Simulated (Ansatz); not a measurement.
System: wurtzite MgTe. Method: B3LYP (VWN-RPA form) in Ansatz (plane waves, PAW).

Numerical settings: plane-wave cutoff 520 eV, 6×6×4 k mesh (along the axes of the cell as run), Fermi–Dirac smearing 0.01 eV, scalar-relativistic PAW data made under PBE.

Starting structure:

```xyz
4
Lattice="4.5500 0.0000 0.0000 -2.2750 3.9404 0.0000 0.0000 0.0000 7.3900" Properties=species:S:1:pos:R:3 pbc="T T T"
Mg     0.0000     2.6269     0.0000
Mg     2.2750     1.3135     3.6950
Te     0.0000     2.6269     2.7786
Te     2.2750     1.3135     6.4736
```

Question: Into what structure does the relaxation of cell and atoms lead at this level, with the symmetry of the start kept?

Answer: The volume rises by 4.9 %; final space group P6_3mc.
```xyz
4
Lattice="4.6163 0.0000 0.0000 -2.3081 3.9978 0.0000 0.0000 0.0000 7.5313" Properties=species:S:1:pos:R:3 pbc="T T T"
Mg     0.0000     2.6652     0.0006
Mg     2.3081     1.3326     3.7663
Te     0.0000     2.6652     2.8311
Te     2.3081     1.3326     6.5968
```

Ansatz is a quantum-chemistry and plane-wave program.
